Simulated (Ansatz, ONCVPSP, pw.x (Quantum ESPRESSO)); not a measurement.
**copper (Cu) (fcc): variants of one ONCV potential in the solid**

copper, optimised norm-conserving Vanderbilt (ONCV), made with ONCVPSP 4.0.1.1 (patched build) (LDA (Perdew-Wang 92), scalar-relativistic). Core [Ar], reference 3d10 4s1. Waves: 4s: rc 2.35 bohr, ncon 3, nbas 6, qcut 2.7 1/bohr, 1 projector; p scattering state at 0.39 Ha: rc 1.90 bohr, ncon 4, nbas 8, qcut 5 1/bohr, 2 projectors, debl 1.6 Ha; 3d: rc 1.25 bohr, ncon 4, nbas 9, qcut 11 1/bohr, 3 projectors, debl 1.3 Ha. Local part: polynomial inside 1.10 bohr (lpopt 3, dvloc0 3 Ha). Core correction: none.

Crystal test: fcc Cu in pw.x 7.5, no spin, 16³ k-points, Fermi–Dirac smearing 0.01 Ry, cutoffs set for each file from its atomic test. The reference is all-electron LAPW (Ansatz 0.2.0) with the same functional, mesh and smearing; V0 and B0 come from Birch–Murnaghan fits to the pressures at five volumes. Errors are pseudo minus all-electron; Δ is the rms difference of the E(V) curves that follow from these fits, minima aligned, over ±6 % about the mean V0. Mesh and smearing are coarse, so the numbers serve the comparison and aren't converged zero-temperature values; the lattice is a test structure that the element need not adopt.

All-electron: a0 = 3.519 Å (V0 = 10.89 Å³/atom), B0 = 188.6 GPa.

Base: This is a poor potential for the solid. The generator flags a localised state at positive energy (s at 10 eV). Atomic configuration tests: 2 of 4 tests not solved or not reliable.

2 further variants are left out: they gave no file fit for a test, a broken result, the same result as the base, or pressures whose basis-set error rivals the error shown.

| change | cutoffs (Ry) | pw.x | a0 (Å) | a0 error (%) | B0 error (%) | Δ (meV/atom) | mean pressure error (GPa) |
| --- | --- | --- | --- | --- | --- | --- | --- |
| base | 170/680 | converged | 3.532 | +0.36 | -19.0 | 4.1 | +1.31 |
| d: rc 1.34 | 135/540 | converged | 3.529 | +0.30 | -21.7 | 3.6 | +1.05 |
| d: rc 1.54 | 120/480 | converged | 3.527 | +0.24 | -24.8 | 3.4 | +0.85 |

Give the row for: d: rc 1.76.

pw.x: converged; mean pressure error (GPa): +0.63; a0 (Å): 3.525; a0 error (%): +0.17; B0 error (%): -25.5; Δ (meV/atom): 3.0.
